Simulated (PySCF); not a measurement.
## Basis and Hamiltonian dependence of the ionisation energy of P

P [Ne] 3s2 3p3 (4S) → P⁺ [Ne] 3s2 3p2 (3P). Calculated with PySCF 2.14 from differences of total energies of unrestricted determinants, without spin-orbit coupling. Values in eV.

```json
{"basis": "cc-pVDZ-DK", "Hamiltonian": "spin-free X2C", "functions": "18", "UHF": "9.922", "r2SCAN": "10.635", "PBE0": "n/a", "MP2 (valence)": "10.305", "CCSD(T) (valence)": "10.233", "CCSD(T) (valence and next inner shell)": "n/a"}
{"basis": "def2-SVP", "Hamiltonian": "non-relativistic", "functions": "18", "UHF": "9.939", "r2SCAN": "n/a", "PBE0": "n/a", "MP2 (valence)": "10.258", "CCSD(T) (valence)": "10.176", "CCSD(T) (valence and next inner shell)": "n/a"}
{"basis": "6-31G*", "Hamiltonian": "non-relativistic", "functions": "18", "UHF": "9.941", "r2SCAN": "n/a", "PBE0": "n/a", "MP2 (valence)": "10.186", "CCSD(T) (valence)": "10.101", "CCSD(T) (valence and next inner shell)": "n/a"}
{"basis": "pcseg-2", "Hamiltonian": "non-relativistic", "functions": "34", "UHF": "9.927", "r2SCAN": "10.649", "PBE0": "n/a", "MP2 (valence)": "10.364", "CCSD(T) (valence)": "10.316", "CCSD(T) (valence and next inner shell)": "n/a"}
{"basis": "ANO-RCC-VTZP", "Hamiltonian": "spin-free X2C", "functions": "34", "UHF": "9.898", "r2SCAN": "10.632", "PBE0": "10.522", "MP2 (valence)": "10.475", "CCSD(T) (valence)": "10.456", "CCSD(T) (valence and next inner shell)": "10.450"}
{"basis": "aug-cc-pwCVDZ", "Hamiltonian": "non-relativistic", "functions": "36", "UHF": "9.936", "r2SCAN": "10.652", "PBE0": "10.547", "MP2 (valence)": "10.400", "CCSD(T) (valence)": "10.342", "CCSD(T) (valence and next inner shell)": "n/a"}
{"basis": "def2-TZVP", "Hamiltonian": "non-relativistic", "functions": "37", "UHF": "9.910", "r2SCAN": "n/a", "PBE0": "10.529", "MP2 (valence)": "10.475", "CCSD(T) (valence)": "10.453", "CCSD(T) (valence and next inner shell)": "n/a"}
{"basis": "aug-cc-pV(T+d)Z with one added diffuse shell each of s, p, d, f type", "Hamiltonian": "non-relativistic", "functions": "71", "UHF": "9.910", "r2SCAN": "10.642", "PBE0": "10.534", "MP2 (valence)": "10.496", "CCSD(T) (valence)": "10.475", "CCSD(T) (valence and next inner shell)": "n/a"}
{"basis": "aug-cc-pCVTZ-DK", "Hamiltonian": "spin-free X2C", "functions": "75", "UHF": "9.897", "r2SCAN": "10.626", "PBE0": "10.520", "MP2 (valence)": "10.484", "CCSD(T) (valence)": "10.464", "CCSD(T) (valence and next inner shell)": "10.466"}
{"basis": "dyall-acv3z", "Hamiltonian": "non-relativistic", "functions": "113", "UHF": "9.905", "r2SCAN": "10.634", "PBE0": "10.529", "MP2 (valence)": "10.494", "CCSD(T) (valence)": "10.473", "CCSD(T) (valence and next inner shell)": "n/a"}
{"basis": "aug-cc-pV(Q+d)Z with one added diffuse shell each of s, p, d, f, g type", "Hamiltonian": "non-relativistic", "functions": "114", "UHF": "9.906", "r2SCAN": "10.625", "PBE0": "10.530", "MP2 (valence)": "10.526", "CCSD(T) (valence)": "n/a", "CCSD(T) (valence and next inner shell)": "n/a"}
{"basis": "aug-cc-pwCVQZ", "Hamiltonian": "non-relativistic", "functions": "134", "UHF": "9.905", "r2SCAN": "10.623", "PBE0": "10.528", "MP2 (valence)": "10.527", "CCSD(T) (valence)": "n/a", "CCSD(T) (valence and next inner shell)": "n/a"}
{"basis": "aug-cc-pV(5+d)Z", "Hamiltonian": "non-relativistic", "functions": "136", "UHF": "9.905", "r2SCAN": "10.615", "PBE0": "10.529", "MP2 (valence)": "10.540", "CCSD(T) (valence)": "n/a", "CCSD(T) (valence and next inner shell)": "n/a"}
```

Q: Estimate the row for x2c-SVPall (spin-free X2C, 18 functions).

A: From the rows with the same Hamiltonian and similar size; the calculation gives UHF 9.93; PBE0 10.50; MP2 (valence) 10.24; CCSD(T) (valence) 10.16 (eV).

Frozen in the all-electron rows: valence: [Ne]; valence and next inner shell: 1s2.

Reference for a calculation without spin-orbit coupling: 10.526 eV (measured, between term centres; NIST).
